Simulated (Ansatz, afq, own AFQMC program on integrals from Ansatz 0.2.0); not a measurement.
BH$_{2}$O, doublet → BH2O, quartet

| atom | x (Å) | y (Å) | z (Å) |
| --- | --- | --- | --- |
| B | 0.0000 | 0.0000 | 0.6689 |
| O | 0.0000 | 0.0000 | -0.6123 |
| H | 0.0000 | 1.0503 | 1.2721 |
| H | 0.0000 | -1.0503 | 1.2721 |

Connectivity, by distances: BH2–O.

E(quartet, charge +0) − E(doublet, charge +0) at this geometry, on UHF and UHF determinants.

Basis cc-pVDZ. Only valence electrons are correlated. AFQMC by an in-house program on the Cholesky factors that Ansatz 0.2.0 writes for its CCSD(T) run. ph-AFQMC/CISD is guided by a CISD state made of CCSD amplitudes; releasing the constraint for a short imaginary time cuts its bias at the price of noise, slowly where states lie close. Uncertainties: one standard error, sampling alone. The errors of all members are added in quadrature.

No full CI on the walks' own integrals is used here; CCSDT(Q) serves as the reference and is uncertain by about the last step of the cluster series. Each member takes its own surest rung, up to full CI.

Errors are counted within cc-pVDZ, not against nature.

Cautions: BH₂O (doublet): raised T1 diagnostic (T1 0.040, weight of the determinant 0.87, largest double 0.06); BH₂O (quartet): another spin lies lower, the released energies are still falling, so no released level is given (meV from the phaseless value at times in 1/Eh: -10.0 ± 2.3 at 0.24, -19.3 ± 2.0 at 0.51, -22.9 ± 2.0 at 0.99, -25 ± 3 at 1.62, -28 ± 4 at 2.40), though the last usable value meets CCSDT(Q) within the noise, its ph-AFQMC/CISD value lies 31 ± 3 meV above CCSDT(Q); the upper state may be diffuse, so the gap hangs on the basis.

| level | vertical spin gap (eV) |
| --- | --- |
| MP2 | 6.961 |
| HF | 6.495 |

From these cheaper values, estimate the vertical spin gap at the reference level in cc-pVDZ.

6.986 eV (CCSDT(Q) in cc-pVDZ).

```csv
level,vertical spin gap (eV),error against CCSDT(Q) (eV)
CCSD,6.944,-0.042
CCSD(T),6.974,-0.013
CCSDT,6.981,-0.006
ph-AFQMC/CISD,7.012 ± 0.006,0.025 ± 0.006
```

Correlation beyond CCSD(T) adds 0.013 eV. The perturbative (T) step is worth +0.029 eV.

A walk keeps the symmetry of its determinant, which the program's search chose and which needn't be the lowest solution, so a lower state of the same spin and another symmetry isn't excluded.
